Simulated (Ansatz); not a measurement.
Results of r²SCAN in Ansatz (plane waves, PAW) for hcp Hf.

A relaxed, unreconstructed slab of the (11-20) face has 16 atoms, two equal faces of 27.972 Å² each and an energy of -251722.0173 eV. A bulk cell of 4 atoms with the same orientation and in-plane k mesh has -62932.2455 eV. Energies are extrapolated to zero smearing.

Numerical settings: plane-wave cutoff 500 eV, 12×10×1 k mesh (along the axes of the cell as run), Fermi–Dirac smearing 0.1 eV, scalar-relativistic PAW data made under PBE.

Worked out: γ = (E_slab − N E_bulk per atom)/2A = [-251722.0173 − 16 × (-62932.2455/4)]/(2 × 27.972) = 0.1245 eV/Å². With 16.022 J/m² per eV/Å² this is 1.99 J/m², or 3.48 eV per surface cell and face.

Ansatz is a quantum-chemistry and plane-wave program.
